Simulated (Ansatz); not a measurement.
Compare A (`FC1=COC1`) with its isomer B (`C=C=C(O)F`).

Gas-phase electronic energies from Ansatz, PBE0-D4/def2-TZVP geometries. CCSD(T)/CBS is the MP2 limit (def2-TZVPP, def2-QZVPP) plus CCSD(T) − MP2 in def2-TZVPP, frozen cores. Functionals use def2-TZVPP. B3LYP here is the variant with VWN-RPA as its local correlation; programs differ in this. One conformer a species, not always the lowest.

Task: Which isomer does CCSD(T)/CBS put lower? Give the gap. (An estimate is asked.)

Result: Ansatz gave: B, by 9.0 kcal/mol.

Task: Give E(B) − E(A) in kcal/mol with B3LYP, CCSD(T)/def2-TZVPP, LDA (SPW92), B3LYP-D4, HF/def2-TZVPP, ωB97M-V, B2PLYP. (An estimate is asked.)

Result: Computed: B3LYP -12.9, CCSD(T)/def2-TZVPP -8.9, LDA (SPW92) -7.1, B3LYP-D4 -12.6, HF/def2-TZVPP -12.7, ωB97M-V -9.3, B2PLYP -11.0. None reverses the order clearly.

Task: Does the order hold for the free energy at 298.15 K (harmonic terms from PBE0-D4)? (Estimate.)

Result: Ansatz gave: Yes: G(B) − G(A) = -11.1 kcal/mol, for one conformer each.

Largest T1 diagnostic: 0.013.

From PBE to PBE0 (25 % exact exchange), in def2-TZVPP and without D4, E(B) − E(A) moves by +1.2 kcal/mol. Leaving LDA and LC-ωPBE aside and taking each functional with its dispersion term where it has one, the values, not all of them listed here, spread over 7.0 kcal/mol, from BLYP-D4 to ωB97X-V. LDA lies +2.3 kcal/mol from PBE without D4.
